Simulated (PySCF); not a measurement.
# O2: everyday levels beside a composite calculation

PySCF; the state is a triplet (π ↑↑). The composite is CCSD(T) extrapolated to the basis-set limit from two correlation-consistent sets, with core-valence (CV) and scalar-relativistic (SR) terms as its label shows; it has no spin–orbit coupling and nothing beyond (T). Here it is CCSD(T)/CBS(TQ)+CV+SR. It gives Re = 1.204 Å, ωe = 1610 cm⁻¹ and De = 5.19 eV to O + O.

```
    level        basis     relativity  Re (Å)  ωe (cm⁻¹)  De (eV)
      LDA   def2-TZVPP  no relativity   1.204       1622     7.59
      PBE      pcseg-2  no relativity   1.220       1552     6.22
      PBE   def2-TZVPP  no relativity   1.219       1556     6.25
     PW91   def2-TZVPP  no relativity   1.218       1554     6.23
     BLYP       STO-3G  no relativity   1.314       1555     6.65
     TPSS      pcseg-1  no relativity   1.228       1538     5.37
  r²SCANh       STO-3G  no relativity   1.276       1723     5.69
    B97-3      pcseg-1  no relativity   1.203       1697     5.21
CAM-B3LYP   def2-TZVPP  no relativity   1.195       1704     5.40
   B2PLYP  def2-TZVPPD  no relativity   1.214       1540     5.30
```

Q: Give the difference of each row from the composite.

A: 

| level | basis | ΔRe (pm) | Δωe (%) | ΔDe (eV) |
| --- | --- | --- | --- | --- |
| LDA | def2-TZVPP | +0.0 | +0.7 | +2.40 |
| PBE | pcseg-2 | +1.6 | -3.6 | +1.03 |
| PBE | def2-TZVPP | +1.5 | -3.4 | +1.06 |
| PW91 | def2-TZVPP | +1.4 | -3.5 | +1.04 |
| BLYP | STO-3G | +11.0 | -3.4 | +1.46 |
| TPSS | pcseg-1 | +2.4 | -4.5 | +0.18 |
| r²SCANh | STO-3G | +7.2 | +7.0 | +0.50 |
| B97-3 | pcseg-1 | -0.1 | +5.4 | +0.02 |
| CAM-B3LYP | def2-TZVPP | -0.9 | +5.8 | +0.21 |
| B2PLYP | def2-TZVPPD | +1.0 | -4.3 | +0.11 |

Q: Which rows come closest in De?

A: B97-3 in pcseg-1 (+0.02 eV), counted from the composite.

Measured (Huber and Herzberg, Constants of Diatomic Molecules (1979)): Re = 1.20752 Å, ωe = 1580.193 cm⁻¹; the composite is off by -3.2 mÅ and +29.9 cm⁻¹.

Correlated steps freeze 2 core orbitals. B2PLYP dipoles, levels and charges come from its SCF part alone. STO-3G is very small, so such numbers show the basis as much as the molecule. The state was picked by a PBE0 search and need not be the measured ground state.
